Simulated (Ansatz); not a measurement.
hcp Ti, treated with BLYP (plane waves, PAW; Ansatz, a program for electronic structure).

Numerical settings: plane-wave cutoff 520 eV, 24×24×14 k mesh (along the axes of the cell as run), Fermi–Dirac smearing 0.028 eV (set by the program), no spin polarisation, scalar-relativistic PAW data made under PBE.

Computed at the level's own relaxed cell.

```
Ti
1.0
    2.96197     0.00000     0.00000
   -1.48099     2.56514     0.00000
    0.00000     0.00000     4.68283
Ti
2
Direct
  0.66667   0.33333   0.75000
  0.33333   0.66667   0.25000
```

Q: Give the elastic tensor (Voigt notation, GPa, ions relaxed, in the Cartesian axes of the cell as printed).

A: 
```
  164.2    74.8    75.1     0.0     0.0     0.0
   74.8   164.2    75.1     0.0     0.0     0.0
   75.1    75.1   171.1     0.0     0.0     0.0
    0.0     0.0     0.0    38.1     0.0     0.0
    0.0     0.0     0.0     0.0    38.1     0.0
    0.0     0.0     0.0     0.0     0.0    44.7
```

Measured, for comparison: elastic constant C11 176 GPa, elastic constant C12 87 GPa, elastic constant C44 51 GPa, elastic constant C33 191 GPa, elastic constant C13 68 GPa (4 K, zero-point motion not removed; as tabulated in Ferrari et al. (2019), arXiv:1905.01197). Computed (rounded) less measured: elastic constant C11 -7 %, elastic constant C12 -14 %, elastic constant C44 -25 %, elastic constant C33 -10 %, elastic constant C13 +10 %.
